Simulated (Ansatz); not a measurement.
Input and output for MgF2⁻ (the lowest doublet isomer of a short search).

```yaml
crystal:
  periodic: [false, false, false]
  atoms:
    - {symbol: Mg, position_ang: [-0.421330, -0.263860, -0.294463]}
    - {symbol: F, position_ang: [1.222003, -0.124428, -1.070118]}
    - {symbol: F, position_ang: [-0.800673, 0.388289, 1.364581]}
basis:
  gaussian: {orbitals: ANO-RCC-VTZP}
total_charge: -1
magnetization: {spin_polarized: true, initial_magnetization: 1}
hamiltonian: {xc: {name: PBE0}, dispersion: d4}
scf: {lower_state_search: off}
```

```sh
$ ansatz run in.yaml --threads 4 --pin off --events-out ev --progress --plain --max-ram 3916MiB
```

Output, abridged:

```
Functional definition: PBE0
800 factors; their error is unknown
mean field evaluation 1: about -10889.6358 eV, gradient 1.5e1 eV
mean field evaluation 2: about -10889.0229 eV, gradient 2.3e1 eV
mean field evaluation 4: about -10890.3753 eV, gradient 4.4e-1 eV
mean field evaluation 8: about -10890.4084 eV, gradient 6.2e-2 eV
mean field evaluation 16: about -10890.4085 eV, gradient 2.7e-6 eV
mean field -10890.40845453 eV, -400.2151289201 hartree, gradient 2.7e-6 eV, S^2 0.750316; 0 other end points of the search recorded, 0 dependent functions left out
reference -10890.40849661 eV, -400.2151304663 hartree; 16, 15 occupied and 78, 79 virtual orbitals, 800 factors
Total energy: -10890.43601567 eV, -400.2161417732 hartree
Relativity: scalar
Checks for a lower state left out: stability, starts, cluster_reference, orbital_swaps, neighbouring_geometries, increment
```

Run time 1.2 s (4 threads of AMD EPYC 7B13 on a shared host).

DK, ANO-RCC and x2c sets are all-electron and run with scalar relativity unless a key says otherwise. The highest occupied level of an anion often lies above zero with these methods, and sets without diffuse functions describe the outer electron poorly.
